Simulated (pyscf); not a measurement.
H₃Si–NH–SiH₃ + H₃C–Ga(CH₃)–CH₃ → H₃C–Ga(CH₃)–N(SiH₃)–SiH₃ + CH₄ (four-centre exchange; singlet surface; H–N, C–Ga broken, Ga–N, C–H formed). Structures and frequencies: ωB97X-D3(BJ)/def2-SVP in PySCF. Energies in kJ/mol from the separated reactants.

```
level                   barrier  reaction energy
----------------------  -------  ---------------
ωB97X-D3(BJ)/def2-TZVP      [?]              [?]
PBE/def2-TZVP               [?]            -75.7
r²SCAN/def2-TZVP           47.1            -88.1
M06-2X/def2-TZVP           48.9            -93.8
ωB97M-D3(BJ)/def2-TZVP     63.7            -84.4
HF/def2-TZVP              154.8            -77.6
```

Complete the blanks.


- ωB97X-D3(BJ)/def2-TZVP, barrier: 44.8
- ωB97X-D3(BJ)/def2-TZVP, reaction energy: -100.5
- PBE/def2-TZVP, barrier: 61.2

The functionals in the table span 18.9 kJ/mol in this barrier, from ωB97X-D3(BJ) to ωB97M-D3(BJ). On the reactant side the descent ends in an adduct with a Ga–N contact, 67.1 kJ/mol under the separated species and 111.9 kJ/mol under the saddle at ωB97X-D3(BJ)/def2-TZVP. What is counted as formed (Ga–N) is already present as a longer contact in the reactant adduct; forming that adduct is a step of its own. One saddle was located; it need not be the lowest between these sides. Elements up to Kr have no core potential and no relativistic terms here.
